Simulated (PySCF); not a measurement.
# One molecule, a ladder of functionals, a line

Molecule: SMILES CC(C)C(F)F, C₄H₈F₂.

Geometry:
| atom | x (Å) | y (Å) | z (Å) |
| --- | --- | --- | --- |
| C1 | 0.219 | 1.346 | -0.564 |
| C2 | 0.327 | -0.131 | -0.206 |
| C3 | -0.875 | -0.937 | -0.683 |
| C4 | 0.528 | -0.297 | 1.286 |
| F5 | 0.700 | -1.603 | 1.601 |
| F6 | -0.560 | 0.143 | 1.966 |
| H7 | -0.673 | 1.793 | -0.100 |
| H8 | 1.099 | 1.915 | -0.223 |
| H9 | 0.138 | 1.477 | -1.652 |
| H10 | 1.241 | -0.545 | -0.667 |
| H11 | -0.987 | -0.854 | -1.774 |
| H12 | -1.799 | -0.567 | -0.215 |
| H13 | -0.765 | -2.000 | -0.427 |
| H14 | 1.406 | 0.262 | 1.660 |

GIAO shieldings (ppm, equivalent atoms averaged) in PySCF 2.14.0 with density-fitted response routines on the PBE0-D3(BJ)/def2-SVP geometry, basis pcSseg-1, gas phase, non-relativistic:

```csv
functional,exact exchange (%),σ(C4),σ(F5/F6)
BLYP,0,47.4,303.2
BP86,0,53.3,305.8
PBE,0,53.6,304.5
PBE0,25,62.8,322.0
mPW1PW91,25,62.1,322.4
BHandHLYP,50,66.1,335.6
HF,100,83.6,359.8
```

(1) Fit each shielding as a line in the percentage of exact exchange.

(2) What does the line predict for B3LYP (20 %), and what does the run give?

## Answers

(1) σ(C4) = 52.3 + 0.32 x (rms 2.4 ppm); σ(F5/F6) = 305.9 + 0.56 x (rms 2.0 ppm). The functionals also differ in their semilocal parts, which the line can't hold; Hartree–Fock has no correlation at all.

(2) σ(C4): 58.7 predicted, 55.3 computed; σ(F5/F6): 317.1 predicted, 317.6 computed ppm.
